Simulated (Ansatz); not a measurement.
Cost and result for the atomization energy of C3H6F (`[CH2]C(C)F`) radical (10 atoms, 9 bonds).

| atom | x (Å) | y (Å) | z (Å) |
| --- | --- | --- | --- |
| C1 | 1.339 | 0.200 | 0.360 |
| C2 | -0.031 | 0.547 | -0.063 |
| C3 | -0.941 | -0.648 | -0.241 |
| F4 | -0.597 | 1.405 | 0.881 |
| H5 | 1.919 | 0.914 | 0.929 |
| H6 | 1.813 | -0.702 | -0.003 |
| H7 | -0.005 | 1.126 | -1.001 |
| H8 | -1.015 | -1.210 | 0.692 |
| H9 | -0.544 | -1.308 | -1.016 |
| H10 | -1.938 | -0.323 | -0.539 |

Total charge 0; spin multiplicity 2. The geometry is a stationary point of PBE0-D4/def2-TZVP. Program: Ansatz. All runs use 4 threads of an Arm Neoverse V1 on a shared host. Times are those of one run each, without the atoms' runs, and a repeat can differ threefold. Electronic energies, without spin–orbit coupling; frozen cores. CCSD(T)/CBS adds CCSD(T) − MP2 in def2-TZVPP to the MP2 limit, and its time is that of the two runs behind it. T1 = 0.011; ⟨S²⟩ of the reference is 0.76. HSE06 is the plane-wave form, built on full-range PBE exchange.

CCSD(T)/CBS is a level of theory with its own doubt, some kJ/mol a heavy atom from the limit and from the frozen cores, so smaller differences don't rank the functionals.

```json
{"level": "LDA (SPW92)/def2-TZVPP", "functions": "208", "wall time": "1.1 s"}
{"level": "revPBE-D4/def2-TZVPP", "functions": "208", "wall time": "2.2 s"}
{"level": "PBE-D4/def2-TZVPP (with forces)", "functions": "208", "wall time": "2.5 s"}
{"level": "PBE0-D4/def2-TZVPP", "functions": "208", "wall time": "2.9 s"}
{"level": "HSE06-D4/def2-TZVPP", "functions": "208", "wall time": "3.2 s"}
{"level": "CAM-B3LYP-D4/def2-TZVPP", "functions": "208", "wall time": "3.2 s"}
{"level": "BHLYP-D4/def2-TZVPP", "functions": "208", "wall time": "3.4 s"}
{"level": "r2SCANh-D4/def2-TZVPP", "functions": "208", "wall time": "5.5 s"}
{"level": "CCSD(T)/def2-SVP", "functions": "86", "wall time": "8 s"}
{"level": "ωB97M-V/def2-TZVPP (with forces)", "functions": "208", "wall time": "10 s"}
{"level": "MP2/def2-QZVPP", "functions": "408", "wall time": "19 s"}
{"level": "CCSD(T)/def2-TZVPP", "functions": "208", "wall time": "3.9 min"}
{"level": "CCSD(T)/CBS(def2)", "functions": "–", "wall time": "4.2 min"}
```

Question: What atomization energy does each give, and how far from CCSD(T)/CBS? (An estimate is asked.)

Answer: Computed: 
```json
{"level": "LDA (SPW92)/def2-TZVPP", "atomization (kcal/mol)": "1040.8", "difference from CCSD(T)/CBS": "132.7", "per bond": "14.7"}
{"level": "revPBE-D4/def2-TZVPP", "atomization (kcal/mol)": "909.0", "difference from CCSD(T)/CBS": "0.9", "per bond": "0.1"}
{"level": "PBE-D4/def2-TZVPP (with forces)", "atomization (kcal/mol)": "931.0", "difference from CCSD(T)/CBS": "22.9", "per bond": "2.5"}
{"level": "PBE0-D4/def2-TZVPP", "atomization (kcal/mol)": "916.7", "difference from CCSD(T)/CBS": "8.6", "per bond": "1.0"}
{"level": "HSE06-D4/def2-TZVPP", "atomization (kcal/mol)": "917.4", "difference from CCSD(T)/CBS": "9.3", "per bond": "1.0"}
{"level": "CAM-B3LYP-D4/def2-TZVPP", "atomization (kcal/mol)": "916.4", "difference from CCSD(T)/CBS": "8.3", "per bond": "0.9"}
{"level": "BHLYP-D4/def2-TZVPP", "atomization (kcal/mol)": "887.3", "difference from CCSD(T)/CBS": "-20.8", "per bond": "-2.3"}
{"level": "r2SCANh-D4/def2-TZVPP", "atomization (kcal/mol)": "911.3", "difference from CCSD(T)/CBS": "3.2", "per bond": "0.4"}
{"level": "CCSD(T)/def2-SVP", "atomization (kcal/mol)": "871.8", "difference from CCSD(T)/CBS": "-36.3", "per bond": "-4.0"}
{"level": "ωB97M-V/def2-TZVPP (with forces)", "atomization (kcal/mol)": "911.2", "difference from CCSD(T)/CBS": "3.1", "per bond": "0.3"}
{"level": "MP2/def2-QZVPP", "atomization (kcal/mol)": "910.9", "difference from CCSD(T)/CBS": "2.8", "per bond": "0.3"}
{"level": "CCSD(T)/def2-TZVPP", "atomization (kcal/mol)": "888.1", "difference from CCSD(T)/CBS": "-20.0", "per bond": "-2.2"}
{"level": "CCSD(T)/CBS(def2)", "atomization (kcal/mol)": "908.1", "difference from CCSD(T)/CBS": "0.0", "per bond": "0.0"}
```

From r2SCAN to r2SCAN0 (25 % exact exchange), in def2-TZVPP and without D4, the atomization energy moves by −11.5 kcal/mol: exact exchange takes away binding that semilocal exchange gives to molecules. Leaving LDA and LC-ωPBE aside and taking each functional with its dispersion term where it has one, the values spread over 43.7 kcal/mol, from BHLYP-D4 to PBE-D4. LDA lies +113.0 kcal/mol from PBE without D4, its usual overbinding. In def2-TZVPP, CCSD(T) changes the Hartree–Fock value by +203.9 kcal/mol (the triples alone add +10.7 kcal/mol) and MP2 by +214.9 kcal/mol; breaking electron pairs costs correlation energy, which Hartree–Fock lacks.
